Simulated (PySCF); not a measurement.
# The first ionisation energy along group 14

All values are computed (PySCF 2.14, energy differences of UHF-based or UKS calculations, no spin-orbit coupling). Values in eV. The last column holds reference values (NIST; (s) semi-empirical, (t) theoretical, else measured). Unmarked ones compare directly (S terms, centres of terms, or small fine structure); those marked * lie between the lowest fine-structure levels and include a spin-orbit shift.

```
                           element                         configurations  SCS-MP2 (valence)  CCSD (valence)  CCSDT (valence)     LDA     PBE  r2SCAN  reference
 C (aug-cc-pVDZ-DK, spin-free X2C)            [He] 2s2 2p2 → [He] 2s2 2p1             11.032          11.046           11.066  11.696  11.561  11.689     11.262
Si (aug-cc-pVDZ-DK, spin-free X2C)            [Ne] 3s2 3p2 → [Ne] 3s2 3p1              7.873           7.981            8.002   8.234   8.200   8.324      8.157
Ge (aug-cc-pVDZ-DK, spin-free X2C)  [Ar] 3d10 4s2 4p2 → [Ar] 3d10 4s2 4p1              7.609           7.707            7.722   8.020   7.903   8.064      7.925
```

Question: Which of these methods has the smallest mean absolute error against the measured values here?

Answer: PBE, with 0.121 eV.

| method | elements | mean error (eV) | mean absolute error (eV) | largest error (eV) |
| --- | --- | --- | --- | --- |
| SCS-MP2 (valence) | 3 | -0.277 | 0.277 | -0.316 |
| CCSD (valence) | 3 | -0.203 | 0.203 | -0.219 |
| CCSDT (valence) | 3 | -0.185 | 0.185 | -0.203 |
| LDA | 3 | 0.202 | 0.202 | 0.434 |
| PBE | 3 | 0.107 | 0.121 | 0.299 |
| r2SCAN | 3 | 0.244 | 0.244 | 0.427 |

Errors include the incompleteness of the basis and the frozen core.

"Valence" correlates the outer s and p shells and, in groups 3 to 12 and the f block, the outer d or f shell, open or full, or the next shell where the ion has no valence electron left; the wider scheme adds the next inner shell.
